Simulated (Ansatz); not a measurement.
## hcp Sc

Level of theory: B3LYP (VWN-RPA form) (Ansatz, a first-principles code, PAW).

Numerical settings: plane-wave cutoff 460 eV, 9×9×6 k mesh (along the axes of the cell as run), Fermi–Dirac smearing 0.05 eV, scalar-relativistic PAW data made under PBE.

Cell (relaxed at this level):

```yaml
crystal:
  lattice:
    - [1.67356, -2.89870, 0.00000]
    - [1.67356, 2.89870, 0.00000]
    - [0.00000, 0.00000, 5.15775]
  atoms:
    - { symbol: Sc, position: [0.33333, 0.66667, 0.25000] }
    - { symbol: Sc, position: [0.66667, 0.33333, 0.75000] }
```

```yaml
lattice_parameter_a: 3.347 Å
c axis length: 5.158 Å
```

Measured, for comparison: lattice constant a 3.309 Å, lattice parameter c 5.268 Å (293 K, not corrected to a static lattice; as tabulated in Wikipedia's data pages). Computed (rounded) less measured: lattice constant a +1.1 %, lattice parameter c -2.1 %.

Static lattice: no zero-point or thermal effects.

The result took very roughly 20 core-minutes.
